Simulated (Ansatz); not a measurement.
Frontier orbitals of BHS, SMILES `B=S`.

Cartesian coordinates in Å:
```
B 0.0094 -0.0720 0.1208
S -0.0970 0.7442 -1.2487
H 0.0876 -0.6722 1.1279
```

Total charge 0; spin multiplicity 1. Geometry: relaxed with PBE0-D4/def2-TZVP. Basis def2-TZVPP, the Gaussian-basis code of Ansatz.

Compute the vertical ionisation energy as the energy of the cation minus that of the neutral molecule, at each level. (Estimate.)

The calculation gave: 
```tsv
level	IE (eV)	difference from CCSD(T)/CBS(def2)
PBE-D4/def2-TZVPP	11.23	-0.06
r2SCAN-D4/def2-TZVPP	11.17	-0.11
PBE0-D4/def2-TZVPP	11.13	-0.16
B3LYP-D4/def2-TZVPP	11.17	-0.12
ωB97X-V/def2-TZVPP	11.09	-0.20
ωB97M-V/def2-TZVPP	11.08	-0.21
B2PLYP/def2-TZVPP	11.13	-0.16
HF/def2-TZVPP	9.74	-1.55
MP2/def2-TZVPP	11.25	-0.03
CCSD/def2-TZVPP	10.99	-0.30
CCSD(T)/def2-TZVPP	11.14	-0.15
HF/def2-QZVPP	9.73	-1.55
MP2/def2-QZVPP	11.34	0.05
CCSD/def2-QZVPP	11.06	-0.23
CCSD(T)/def2-QZVPP	11.22	-0.06
HF/CBS(def2)	9.73	-1.56
MP2/CBS(def2)	11.40	0.11
CCSD/CBS(def2)	11.11	-0.17
CCSD(T)/CBS(def2)	11.29	0.00
```

B3LYP here is the variant with VWN-RPA as its local correlation; programs differ in this.
